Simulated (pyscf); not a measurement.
H₂N–AlH–OH + silane (SiH₄) -> H₂N–AlH₂ + silanol (HO–SiH₃), a four-centre exchange (singlet surface; Al–O, H–Si broken, Al–H, O–Si formed). PySCF, gas phase, ωB97X-D3(BJ)/def2-SVP geometries. Energies in kcal/mol from the separated reactants.

Small-basis levels: PySCF, no dispersion term, spherical d functions. 

**Question.** Quick BP86/6-31G* single points give ΔE‡ = 6.0 kcal/mol and ΔE = +12.8 kcal/mol. What does ωB97M-D3(BJ)/def2-TZVP give, and how far is the quick result from it?

**Answer.** ωB97M-D3(BJ)/def2-TZVP gives ΔE‡ = 6.4 kcal/mol and ΔE = +12.7 kcal/mol. BP86/6-31G* lies 0.4 kcal/mol under it in the barrier and 0.1 kcal/mol over it in the reaction energy, so on this step it holds to within 3.0 kcal/mol. ωB97M-D3(BJ)/def2-TZVP has limits of its own. On the reactant side the descent ends in a complex (not fully relaxed), 4.3 kcal/mol under the separated species and 7.7 kcal/mol under the saddle at ωB97X-D3(BJ)/def2-TZVP. On the product side the descent ends in an adduct with a Al–O contact (not fully relaxed), 18.8 kcal/mol under the separated species and 9.4 kcal/mol under the saddle at ωB97X-D3(BJ)/def2-TZVP. At ωB97M-D3(BJ) the saddle lies under the separated products, which points to a path from their complex (located at ωB97X-D3(BJ) alone), and parting the products costs more than the saddle. What is counted as broken (Al–O) persists as a longer contact in the product adduct; parting that adduct is a step of its own. At ωB97X-D3(BJ)/def2-TZVP the barrier from the zero used here is 3.4 kcal/mol. One saddle was located; it need not be the lowest between these sides.
